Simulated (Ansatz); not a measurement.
## Scan of [H···H···F], doublet

Starting geometry:

```xyz
3

H     0.0000    0.0000   -0.9603
H     0.0000    0.0000   -0.2153
F     0.0000    0.0000    1.1757
```

From there H2 is moved from one fragment to the other while all else, the fragments' distance too, stays fixed; atoms are numbered as listed. Energies are in kJ/mol, counted from the starting geometry at the same level.

Basis cc-pVTZ; Ansatz 0.2.0. Only valence electrons are correlated (noble-gas cores frozen). R marks a restricted (for open shells ROHF) determinant, U an unrestricted one.

Full CI isn't at hand for all of this; UCCSDT(Q) serves as the reference, and is uncertain by about the last step of the cluster series. The frozen core follows each run's orbitals, which can shift R against U totals by a few meV.

| distance H1-H2 (Å) | RCCSD |
| --- | --- |
| 0.693 | 8.7 |
| 0.745 | 0.0 |
| 0.815 | -5.1 |
| 0.885 | -11.9 |
| 0.955 | -25.5 |
| 1.026 | -50.3 |
| 1.096 | -77.6 |
| 1.166 | -99.5 |
| 1.236 | -105.2 |

Estimate the UCCSDT(Q) curve in cc-pVTZ from this one, knowing how RCCSD errs.

The computed UCCSDT(Q) values, in kJ/mol from the starting point, and the error of RCCSD against them:
```tsv
distance H1-H2 (Å)	UCCSDT(Q)	RCCSD less UCCSDT(Q)
0.693	9.9	-1.3
0.745	0.0	0.0
0.815	-7.3	2.2
0.885	-16.5	4.6
0.955	-33.1	7.6
1.026	-57.1	6.8
1.096	-83.0	5.3
1.166	-103.4	3.9
1.236	-107.7	2.5
```

The error spans 8.8 kJ/mol and is largest, 7.6 kJ/mol, at 0.955 Å.
